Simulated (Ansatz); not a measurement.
Molecule (SMILES): O(F)F.
Geometry (B3LYP-D3(BJ)/def2-TZVP, fixed):
```
O
F 1 1.4020
F 1 1.4020 2 103.99
```
Charge 0, spin multiplicity 1.

Basis-set convergence of the dipole moment at PBE0 with Ansatz (a program for electronic structure). Dipoles come from the density behind the forces; the sign is taken along the dipole that this method gives in the largest set. All functions are spherical. The program fits the integrals of some runs and decomposes those of others, by size. No added dispersion term, no relativity. Reference: the value in aug-pcseg-3, 0.312 D. Deviations are taken from unrounded values.

| basis | functions | dipole moment (D) | minus reference (D) |
|---|---|---|---|
| pcseg-0 | 27 | 0.207 | -0.105 |
| pcseg-1 | 42 | 0.328 | 0.016 |
| aug-cc-pVDZ | 69 | 0.316 | 0.004 |
| aug-pcseg-1 | 69 | 0.319 | 0.007 |
| pcseg-2 | 90 | 0.320 | 0.008 |
| jun-cc-pV(T+d)Z | 117 | 0.317 | 0.005 |
| aug-cc-pVTZ | 138 | 0.317 | 0.005 |
| aug-pcseg-2 | 138 | 0.312 | 0.000 |
| pcseg-3 | 180 | 0.312 | -0.001 |
| aug-cc-pVQZ | 240 | 0.313 | 0.001 |
| aug-pcseg-3 | 255 | 0.312 | 0.000 |

The smallest set listed that lies within 0.02 D of the reference with all its larger relatives (same family, alike in diffuse functions; a set with none counts only in the reference's own line) is pcseg-1 (42 functions, 0.016 D off).
